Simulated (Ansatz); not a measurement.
# Two structures, one formula

Two relaxed structures of AlBSiH5, doublet (PBE0-D4/def2-TZVP; forces vanish, vibrations not checked).

A:

```xyz
8
angstrom
B -0.5485 -0.0128 -0.5417
Al 0.0456 -1.7899 0.4007
Si 0.1865 1.7017 -0.1179
H -1.3883 -0.0003 -1.3996
H -0.1761 3.0057 -0.7344
H 1.2363 1.9261 0.9100
H 1.2464 -2.6724 -0.1678
H -0.6788 -2.3145 1.7208
```

B:

```xyz
8
angstrom
B -1.8653 0.6166 -1.3266
Al 0.0144 0.9400 -0.6388
Si 0.8512 -0.7536 0.9296
H -2.9696 0.3673 -1.6893
H 0.8373 2.2119 -1.1135
H 1.1931 -0.1469 2.2488
H 2.0883 -1.4060 0.4106
H -0.1495 -1.8293 1.1793
```

Computed with Ansatz 0.2.0 (basis: def2-TZVPP); correlated methods freeze the cores; orbitals are unrestricted. B3LYP uses VWN-RPA correlation.

**Question.** Which structure is lower at CCSD(T), and by how much? (To be estimated.)

**Answer.** Computed: A, by 9.69 kcal/mol (electronic energy, against the other). By their contacts, A is AlBSiH₅ ([AlH2][BH][SiH2]) and B is AlBSiH₅ ([BH][AlH][SiH3]).

All methods give the same order:

| method | E(B) − E(A) (kcal/mol) |
| --- | --- |
| PBE-D4 | 12.10 |
| r2SCAN-D4 | 11.25 |
| PBE0-D4 | 11.27 |
| B3LYP-D4 | 11.27 |
| wB97M-V | 11.98 |
| HF | 4.45 |
| MP2 | 11.58 |
| CCSD | 9.04 |
| CCSD(T) | 9.69 |

The T1 diagnostic stays at or below 0.018. ⟨S²⟩ of the unrestricted Hartree–Fock references: 0.76 (a pure state has 0.75).

Labels in which every atom is bracketed show which atoms are joined, not bond orders.

For scale, one of the runs: CCSD(T)/def2-TZVPP, 185 basis functions, launched by `ansatz run in.yaml --threads 2 --pin off --events-out ev --progress --plain --max-ram 4352MiB`. Time: 7.2 min of wall clock on 2 CPU threads of an Arm Neoverse V2; the host was shared. Peak host memory: 1.6 GiB.
